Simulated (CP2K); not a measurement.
# [CH7Si2]− (SMILES [SiH2-]C[SiH3]): a first try and a second

Aim: energy and forces of [CH7Si2]− at PM3.

Program for the calculation: CP2K 2026.2.

6 further runs of the same task are left out: 1 that didn't finish, 5 set aside as unsound or not needed.

### 1 The structure to begin with

The species is [CH7Si2]− (10 atoms), meant as a singlet with charge -1. As SMILES, `[SiH2-]C[SiH3]`. Geometry: relaxed at GFN2-xTB. This is one conformer, not always the lowest.

Bond lengths: Si1–C2 1.921 Å, C2–Si3 1.866 Å, Si1–H4 1.504 Å, Si1–H5 1.505 Å, C2–H6 1.090 Å, C2–H7 1.090 Å, Si3–H8 1.471 Å, Si3–H9 1.471 Å, Si3–H10 1.550 Å. Some angles: Si1–C2–Si3 84.4°, Si1–C2–H6 118.1°, Si1–C2–H7 116.7°, Si3–C2–H6 114.3°, Si3–C2–H7 113.2°, C2–Si1–H4 102.2°, C2–Si1–H5 103.0°, C2–Si3–H8 115.9°, C2–Si3–H9 115.4°, C2–Si3–H10 110.2°.

### 2 Try one

The input, molecule.xyz:

```xyz
10

Si    -1.401370     0.463790    -0.240650
C      0.456600     0.290470    -0.697770
Si     0.589920    -0.594650     0.939830
H     -2.077700    -0.211110    -1.401590
H     -1.712420     1.885030    -0.625290
H      0.718770    -0.321740    -1.561240
H      1.039190     1.211220    -0.737210
H     -0.101100    -1.889840     1.028700
H      0.446890     0.257420     2.130390
H      2.041220    -1.090580     1.164820
```

The input, calc.inp:

```
&GLOBAL
  PROJECT_NAME calc
  RUN_TYPE ENERGY_FORCE
  PRINT_LEVEL MEDIUM
&END GLOBAL

&FORCE_EVAL
  METHOD QS
  &DFT
    CHARGE 5
    &QS
      METHOD PM3
      EPS_DEFAULT 1.0E-10
      &SE
        &COULOMB
          CUTOFF [angstrom] 50
          RC_RANGE [angstrom] 0
        &END COULOMB
        &EXCHANGE
          CUTOFF [angstrom] 50
          RC_RANGE [angstrom] 0
        &END EXCHANGE
      &END SE
    &END QS
    ! isolated system
    &POISSON
      PERIODIC NONE
      POISSON_SOLVER ANALYTIC
    &END POISSON
    ! self-consistent field
    &SCF
      SCF_GUESS ATOMIC
      EPS_SCF 1.0E-06
      MAX_SCF 56
      ADDED_MOS 8
      &DIAGONALIZATION
        ALGORITHM STANDARD
      &END DIAGONALIZATION
      &MIXING
        METHOD DIRECT_P_MIXING
        ALPHA 0.4
      &END MIXING
    &END SCF
    &PRINT
      &MOMENTS
        PERIODIC F
        REFERENCE COM
        MAX_MOMENT 1
      &END MOMENTS
      &MO ON
        ENERGIES T
        OCCUPATION_NUMBERS T
        NDIGITS 6
        &EACH
          QS_SCF 0
        &END EACH
        ADD_LAST NUMERIC
      &END MO
      &HIRSHFELD OFF
      &END HIRSHFELD
    &END PRINT
  &END DFT
  ! structure
  &SUBSYS
    &CELL
      ABC 14.1 13.8 13.7
      PERIODIC NONE
    &END CELL
    &TOPOLOGY
      COORD_FILE_NAME molecule.xyz
      COORD_FILE_FORMAT XYZ
      &CENTER_COORDINATES
      &END CENTER_COORDINATES
    &END TOPOLOGY
  &END SUBSYS
  &PRINT
    &FORCES ON
    &END FORCES
  &END PRINT
&END FORCE_EVAL
```

Started as:

```bash
$ OMP_NUM_THREADS=1 cp2k.psmp -i calc.inp > calc.out 2>&1
```

Log:

```text
CP2K| version string:                                       CP2K version 2026.2
[...]
 GLOBAL| Method name                                                        CP2K
[...]
 GLOBAL| Run type                                                   ENERGY_FORCE
[...]
                             - Atoms:                                         10
[...]
                             - Spherical basis functions:                     19
[...]
 Number of electrons:                                                         14
[...]
     1 P_Mix/Diag. 0.40E+00    0.0     0.83413718        -5.8760690330 -5.88E+00
[...]
    39 DIIS/Diag.  0.30E-06    0.0     0.00000079       -10.0672773407 -4.24E-12
  *** SCF run converged in    39 steps ***
  Core-core repulsion energy [eV]:                            771.00661997280736
  Core Hamiltonian energy [eV]:                              -410.36009658681667
  Two-electron integral energy [eV]:                        -1269.18214299079295
  Electronic energy [eV]:                                   -1044.95116808221314
  Total energy [eV]:                                         -273.94454810940584
  Atomic reference energy [eV]:                               370.94604761906396
  Heat of formation [kcal/mol]:                              2236.90789643819426
[...]
 SE_DIPOLE| Moment [Debye]          5.53409312      -0.77581816      -1.15016882
 SE_DIPOLE| Derivative [a.u.]       0.00000000       0.00000000       0.00000000
 ENERGY| Total FORCE_EVAL ( QS ) energy [hartree]            -10.067277340747356
 FORCES| Atomic forces [hartree/bohr]
 FORCES|   Atom     x               y               z               |f|
 FORCES|      1 -1.88499297E-03 -1.29194198E-02  2.81215585E-02   3.10046232E-02
 FORCES|      2  3.61993061E-02 -4.47204288E-02  8.80662387E-02   1.05194909E-01
 FORCES|      3 -1.07485875E-03  4.75356731E-03 -2.14754131E-02   2.20214689E-02
 FORCES|      4 -2.74553342E-02  1.97961457E-02 -2.64178546E-02   4.29369981E-02
 FORCES|      5 -2.71286196E-02  1.22898396E-02 -3.26495088E-02   4.41926757E-02
 FORCES|      6 -8.30837229E-03 -9.18553492E-04 -3.21632767E-02   3.32317492E-02
 FORCES|      7  3.04578563E-03  2.47562373E-02 -1.51163649E-02   2.91659491E-02
 FORCES|      8 -7.94470033E-03 -1.62509212E-03 -2.32405415E-03   8.43566331E-03
 FORCES|      9  5.77439107E-03  2.66275957E-03  6.79150323E-03   9.30367653E-03
 FORCES|     10  2.87773954E-02 -4.07505533E-03  7.16717177E-03   2.99351451E-02
 FORCES| Sum     1.35308431E-16 -1.73472348E-16 -3.12250226E-16
 FORCES| Total atomic force                                       3.81970196E-16
[...]
```

Wall time 0.88 s (1 thread of Intel Xeon 6975P-C (Granite Rapids), shared host); peak memory 0.19 GiB.

### 3 Reading the log

It ran to the end. The result can't be trusted all the same.

What is wrong: the charge typed isn't that of the species meant. To mend it: charge -1 in place of 5.

### 4 Second attempt

molecule.xyz is that of step 2.

The input, run.inp:

```
&GLOBAL
    PROJECT_NAME run
    RUN_TYPE ENERGY_FORCE
    PRINT_LEVEL MEDIUM
&END GLOBAL
&FORCE_EVAL
    METHOD QUICKSTEP
    &DFT
        CHARGE -1
        MULTIPLICITY 1
        &QS
            METHOD PM3
            EPS_DEFAULT 1.0E-10
            &SE
                &COULOMB
                    CUTOFF [angstrom] 50
                    RC_RANGE [angstrom] 0
                &END COULOMB
                &EXCHANGE
                    CUTOFF [angstrom] 50
                    RC_RANGE [angstrom] 0
                &END EXCHANGE
            &END SE
        &END QS
        &POISSON
            PERIODIC NONE
            POISSON_SOLVER ANALYTIC
        &END POISSON
        &SCF
            SCF_GUESS ATOMIC
            EPS_SCF 1.0E-06
            MAX_SCF 100
            ADDED_MOS 8
            &DIAGONALIZATION
                ALGORITHM STANDARD
            &END DIAGONALIZATION
            &MIXING
                METHOD DIRECT_P_MIXING
                ALPHA 0.4
            &END MIXING
        &END SCF
        &PRINT
            &MOMENTS
                PERIODIC F
                REFERENCE COM
                MAX_MOMENT 1
            &END MOMENTS
            &MO ON
                ENERGIES T
                OCCUPATION_NUMBERS T
                NDIGITS 6
                &EACH
                    QS_SCF 0
                &END EACH
                ADD_LAST NUMERIC
            &END MO
            &HIRSHFELD OFF
            &END HIRSHFELD
        &END PRINT
    &END DFT
    &SUBSYS
        # vacuum box
        &CELL
            ABC [angstrom] 14.1 13.8 13.7
            PERIODIC NONE
        &END CELL
        &TOPOLOGY
            COORD_FILE_NAME molecule.xyz
            COORD_FILE_FORMAT XYZ
            &CENTER_COORDINATES
            &END CENTER_COORDINATES
        &END TOPOLOGY
    &END SUBSYS
    # extra output
    &PRINT
        &FORCES ON
        &END FORCES
    &END PRINT
&END FORCE_EVAL
```

Started as:

```bash
$ OMP_NUM_THREADS=1 cp2k.psmp -i run.inp > run.out 2>&1
```

Log:

```text
CP2K| version string:                                       CP2K version 2026.2
[...]
 GLOBAL| Method name                                                        CP2K
[...]
 GLOBAL| Run type                                                   ENERGY_FORCE
[...]
                             - Atoms:                                         10
[...]
                             - Spherical basis functions:                     19
[...]
 Number of electrons:                                                         20
[...]
     1 P_Mix/Diag. 0.40E+00    0.0     0.85779888        -9.5248972449 -9.52E+00
[...]
    17 DIIS/Diag.  0.13E-06    0.0     0.00000024       -13.6576405777 -2.71E-12
  *** SCF run converged in    17 steps ***
  Core-core repulsion energy [eV]:                            771.00661997280736
  Core Hamiltonian energy [eV]:                              -535.47418883336832
  Two-electron integral energy [eV]:                        -1214.35146294753872
  Electronic energy [eV]:                                   -1142.64992030713756
  Total energy [eV]:                                         -371.64330033433032
  Atomic reference energy [eV]:                               370.94604761906396
  Heat of formation [kcal/mol]:                               -16.07903086525932
[...]
 SE_DIPOLE| Moment [Debye]         -4.55819189       0.86210496       0.71887655
 SE_DIPOLE| Derivative [a.u.]       0.00000000       0.00000000       0.00000000
 ENERGY| Total FORCE_EVAL ( QS ) energy [hartree]            -13.657640577687662
 FORCES| Atomic forces [hartree/bohr]
 FORCES|   Atom     x               y               z               |f|
 FORCES|      1  7.20793434E-03  2.24051913E-03 -7.22191746E-03   1.04465466E-02
 FORCES|      2 -1.43912841E-02 -1.36872426E-03  8.95762812E-03   1.70065154E-02
 FORCES|      3  3.55314554E-02 -8.23188689E-03 -9.20802154E-04   3.64841906E-02
 FORCES|      4 -2.57533062E-03 -1.77001375E-03 -2.50720194E-03   4.00641212E-03
 FORCES|      5 -1.24187577E-03  3.27530102E-03  7.20998478E-05   3.50357683E-03
 FORCES|      6 -7.40758809E-04 -1.04924234E-04  1.36687093E-04   7.60536699E-04
 FORCES|      7 -3.20044858E-04  8.27137438E-04 -4.80931285E-04   1.00890037E-03
 FORCES|      8 -1.00988453E-02 -3.68200565E-03 -1.25806095E-05   1.07491395E-02
 FORCES|      9 -7.28367245E-03  5.43192680E-03  4.95874850E-03   1.03511787E-02
 FORCES|     10 -6.08757784E-03  3.38267041E-03 -2.98173010E-03   7.57573610E-03
 FORCES| Sum     6.93889390E-18 -1.11022302E-16  2.28983499E-16
 FORCES| Total atomic force                                       2.54573256E-16
[...]
```

Wall time 0.88 s (1 thread of Intel Xeon 6975P-C (Granite Rapids), shared host); peak memory 0.19 GiB.

### 5 Outcome

Level: PM3.

```
                                 quantity           value
                             total energy    -13.65764 Eh
                              HOMO energy        -2.43 eV
                              LUMO energy         4.71 eV
                            HOMO–LUMO gap         7.14 eV
heat of formation at this unrelaxed shape  -16.1 kcal/mol
                 largest force on an atom      1.876 eV/Å
```

**Reading.** The largest force is 1.88 eV/Å: the shape isn't a stationary point for this species at this level.
